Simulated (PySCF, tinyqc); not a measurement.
Worked calculation (part 2 of 2): RHF in the sto-6g basis, for CH2, spin multiplicity 1. The lowest restricted solution is unstable here: a spin-polarised one lies 0.0401 hartree lower (PySCF). Computed by tinyqc, a small Python program that keeps every step (integrals from PySCF). Command: `OMP_NUM_THREADS=1 python tinyqc.py 28028 28029 out.jsonl` (the two numbers bound the seeds that draw the settings). One thread of a shared host (Intel(R) Xeon(R) Processor @ 2.60GHz), about 0.2 s of CPU time with the checks.

Geometry (angstrom):
```
atom       x        y       z
C     0.0000   0.0000  0.0000
H     0.0000   1.2350  0.5530
H     0.0000  -1.2350  0.5530
```

## Iteration 8 (converged): orbitals

converged F (hartree):
```
           1C 1s    1C 2s  1C 2px   1C 2py   1C 2pz    2H 1s    3H 1s
1C 1s   -11.1331  -2.8466  0.0000   0.0000  -0.0232  -0.4193  -0.4193
1C 2s    -2.8466  -1.3330  0.0000   0.0000  -0.0266  -0.4880  -0.4880
1C 2px    0.0000   0.0000  0.2428   0.0000   0.0000   0.0000   0.0000
1C 2py    0.0000   0.0000  0.0000  -0.1304   0.0000  -0.3304   0.3304
1C 2pz   -0.0232  -0.0266  0.0000   0.0000  -0.1689  -0.1893  -0.1893
2H 1s    -0.4193  -0.4880  0.0000  -0.3304  -0.1893  -0.3099  -0.0723
3H 1s    -0.4193  -0.4880  0.0000   0.3304  -0.1893  -0.0723  -0.3099
```

X:
```
          1C 1s    1C 2s  1C 2px   1C 2py   1C 2pz    2H 1s    3H 1s
1C 1s    1.0248  -0.1393  0.0000   0.0000  -0.0054   0.0191   0.0191
1C 2s   -0.1393   1.1419  0.0000   0.0000   0.0495  -0.2121  -0.2121
1C 2px   0.0000   0.0000  1.0000   0.0000   0.0000   0.0000   0.0000
1C 2py   0.0000   0.0000  0.0000   1.1083   0.0000  -0.2079   0.2079
1C 2pz  -0.0054   0.0495  0.0000   0.0000   1.0207  -0.0888  -0.0888
2H 1s    0.0191  -0.2121  0.0000  -0.2079  -0.0888   1.1226  -0.0198
3H 1s    0.0191  -0.2121  0.0000   0.2079  -0.0888  -0.0198   1.1226
```

Diagonalise F' = X^T F X, C = X C', fill 4 alpha and 4 beta electrons from the bottom; D = 2 C_occ C_occ^T. Each column has its largest component positive (the first on a tie).

F' = X^T F X (hartree):
```
          1        2       3        4        5        6        7
1  -10.9338  -1.4494  0.0000   0.0000  -0.0384  -0.0313  -0.0313
2   -1.4494  -0.6551  0.0000   0.0000   0.0842  -0.3091  -0.3091
3    0.0000   0.0000  0.2428   0.0000   0.0000   0.0000   0.0000
4    0.0000   0.0000  0.0000   0.1238   0.0000  -0.3603   0.3603
5   -0.0384   0.0842  0.0000   0.0000  -0.1100  -0.1899  -0.1899
6   -0.0313  -0.3091  0.0000  -0.3603  -0.1899  -0.0317  -0.0242
7   -0.0313  -0.3091  0.0000   0.3603  -0.1899  -0.0242  -0.0317
```

orbital energies (hartree): MO1 -11.1353, MO2 -0.7349, MO3 -0.4556, MO4 -0.2579, MO5 0.2428, MO6 0.3733, MO7 0.5719

coefficients C:
```
            MO1      MO2      MO3      MO4     MO5      MO6      MO7
1C 1s    0.9962  -0.2189   0.0000   0.1033  0.0000  -0.1396   0.0000
1C 2s    0.0162   0.7774   0.0000  -0.4919  0.0000   0.7545   0.0000
1C 2px   0.0000   0.0000   0.0000   0.0000  1.0000   0.0000   0.0000
1C 2py   0.0000   0.0000   0.5111   0.0000  0.0000   0.0000   1.0264
1C 2pz   0.0030   0.0981   0.0000   0.8142  0.0000   0.6225   0.0000
2H 1s   -0.0031   0.2537   0.4692   0.2764  0.0000  -0.7215  -0.6896
3H 1s   -0.0031   0.2537  -0.4692   0.2764  0.0000  -0.7215   0.6896
```

D after iteration 8:
```
          1C 1s    1C 2s  1C 2px   1C 2py   1C 2pz    2H 1s    3H 1s
1C 1s    2.1019  -0.4097  0.0000   0.0000   0.1312  -0.0600  -0.0600
1C 2s   -0.4097   1.6930  0.0000   0.0000  -0.6483   0.1225   0.1225
1C 2px   0.0000   0.0000  0.0000   0.0000   0.0000   0.0000   0.0000
1C 2py   0.0000   0.0000  0.0000   0.5224   0.0000   0.4796  -0.4796
1C 2pz   0.1312  -0.6483  0.0000   0.0000   1.3451   0.4998   0.4998
2H 1s   -0.0600   0.1225  0.0000   0.4796   0.4998   0.7219  -0.1588
3H 1s   -0.0600   0.1225  0.0000  -0.4796   0.4998  -0.1588   0.7219
```

## Convergence

Stop when the energy changes by less than 1e-08 hartree and every element of the error matrix X^T (F D S - S D F) X is below 3e-05.

Course of the cycle:
```
iteration  E (hartree)     change  largest element of the error matrix
1           -38.330319          -                             4.91e-01
2           -38.638979  -3.09e-01                             6.51e-02
3           -38.650733  -1.18e-02                             2.50e-02
4           -38.652313  -1.58e-03                             1.35e-02
5           -38.653021  -7.07e-04                             1.28e-03
6           -38.653027  -6.03e-06                             1.51e-04
7           -38.653027  -3.12e-08                             5.80e-06
8           -38.653027  -6.02e-11                             2.64e-07
```

PySCF RHF in the same basis = -38.653027 hartree

Converged in 8 iterations.

## Populations, bond orders and dipole

overlap S:
```
         1C 1s   1C 2s  1C 2px   1C 2py  1C 2pz   2H 1s    3H 1s
1C 1s   1.0000  0.2432  0.0000   0.0000  0.0000  0.0354   0.0354
1C 2s   0.2432  1.0000  0.0000   0.0000  0.0000  0.3523   0.3523
1C 2px  0.0000  0.0000  1.0000   0.0000  0.0000  0.0000   0.0000
1C 2py  0.0000  0.0000  0.0000   1.0000  0.0000  0.3363  -0.3363
1C 2pz  0.0000  0.0000  0.0000   0.0000  1.0000  0.1506   0.1506
2H 1s   0.0354  0.3523  0.0000   0.3363  0.1506  1.0000   0.0550
3H 1s   0.0354  0.3523  0.0000  -0.3363  0.1506  0.0550   1.0000
```

Mulliken: Z minus the diagonal of D S on the atom; Loewdin: the same with S^(1/2) D S^(1/2); Mayer order: 2 sum_s sum (D(s) S)_ij (D(s) S)_ji over the two atoms.

Charges (e):
```
atom  Mulliken  Loewdin
1C     -0.0184   0.0063
2H      0.0092  -0.0032
3H      0.0092  -0.0032
```

Mayer bond orders:
```
pair   order
2-1   0.9730
3-1   0.9730
3-2   0.0269
```

dipole moment about the origin, x y z (debye): 0.0000  0.0000  1.4688
